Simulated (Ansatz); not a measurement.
A nudged elastic band was laid between two geometries of BH$_{6}$N (8 atoms, charge 0, multiplicity 1).

Theory: RKS r2SCAN-D4/def2-SVP in Ansatz 0.2.0.

```json
{
  "movable images": "7",
  "climbing image": "yes",
  "spring": "5.0 eV/Å²",
  "optimiser": "quadratic models (default)",
  "start path": "through a guess of the saddle point",
  "force threshold": "0.5 eV/Å",
  "iteration limit": "60",
  "end points": "relaxed"
}
```

Image 0:

```xyz
8
Properties=species:S:1:pos:R:3
B 0.039 -0.125 0.161
H 0.252 0.637 1.095
H 0.938 -0.138 -0.669
H -1.074 0.009 -0.330
N 0.040 -1.631 0.823
H -0.141 -2.348 0.118
H 0.940 -1.847 1.257
H -0.678 -1.721 1.544
```

Image 8:

```xyz
8
Properties=species:S:1:pos:R:3
B 0.150 -0.595 -0.858
H -0.436 -0.341 3.449
H 1.154 0.009 -1.155
H -0.906 -0.398 -1.414
N 0.210 -1.546 0.157
H -0.589 -2.093 0.457
H 1.060 -1.772 0.661
H -0.328 -0.427 2.702
```

(1) Which bonds break or form, and what moves?

(2) What energy profile does the band end with?

(3) What is the geometry of the highest image?

The band took 10 iterations and about 110 core-seconds.

## Answers

(1) Bonds broken: B1–H2, N5–H8. Bonds formed: H2–H8. BH6N becomes BH4N + H2.

(2) It converged. The highest image is number 3 of 0 to 8, 1.60 eV above the first end and 1.51 eV above the last; the last end lies 0.09 eV above the first. The threshold of 0.5 eV/Å is loose, so the images may lie well off the minimum-energy path. The order of the stationary point at the top wasn't checked. The orbitals stay closed-shell, which can raise the energy where a bond breaks towards radicals; this wasn't checked here.

```json
{"image": "0", "path coordinate (Å)": "0.00", "energy (eV)": "0.00", "B1–H2 (Å)": "1.22", "N5–H8 (Å)": "1.02", "H2–H8 (Å)": "2.57"}
{"image": "1", "path coordinate (Å)": "0.68", "energy (eV)": "0.06", "B1–H2 (Å)": "1.22", "N5–H8 (Å)": "1.02", "H2–H8 (Å)": "2.36"}
{"image": "2", "path coordinate (Å)": "1.37", "energy (eV)": "0.45", "B1–H2 (Å)": "1.24", "N5–H8 (Å)": "1.03", "H2–H8 (Å)": "1.75"}
{"image": "3", "path coordinate (Å)": "2.05", "energy (eV)": "1.60", "B1–H2 (Å)": "1.40", "N5–H8 (Å)": "1.42", "H2–H8 (Å)": "1.00"}
{"image": "4", "path coordinate (Å)": "2.82", "energy (eV)": "0.53", "B1–H2 (Å)": "2.08", "N5–H8 (Å)": "2.16", "H2–H8 (Å)": "0.77"}
{"image": "5", "path coordinate (Å)": "3.59", "energy (eV)": "0.16", "B1–H2 (Å)": "2.85", "N5–H8 (Å)": "2.64", "H2–H8 (Å)": "0.76"}
{"image": "6", "path coordinate (Å)": "4.36", "energy (eV)": "0.11", "B1–H2 (Å)": "3.51", "N5–H8 (Å)": "2.83", "H2–H8 (Å)": "0.76"}
{"image": "7", "path coordinate (Å)": "5.13", "energy (eV)": "0.09", "B1–H2 (Å)": "3.98", "N5–H8 (Å)": "2.85", "H2–H8 (Å)": "0.76"}
{"image": "8", "path coordinate (Å)": "5.90", "energy (eV)": "0.09", "B1–H2 (Å)": "4.35", "N5–H8 (Å)": "2.83", "H2–H8 (Å)": "0.76"}
```

(3) 
```xyz
8
Properties=species:S:1:pos:R:3
B 0.029 -0.351 0.088
H -0.225 0.333 1.279
H 1.059 0.152 -0.307
H -0.999 -0.160 -0.523
N 0.136 -1.795 0.687
H -0.570 -2.493 0.479
H 1.054 -2.199 0.835
H -0.168 -0.650 1.461
```

The run took 110 s on 1 thread of Arm Neoverse V2, with other jobs on the host, peak memory 0.1 GiB.
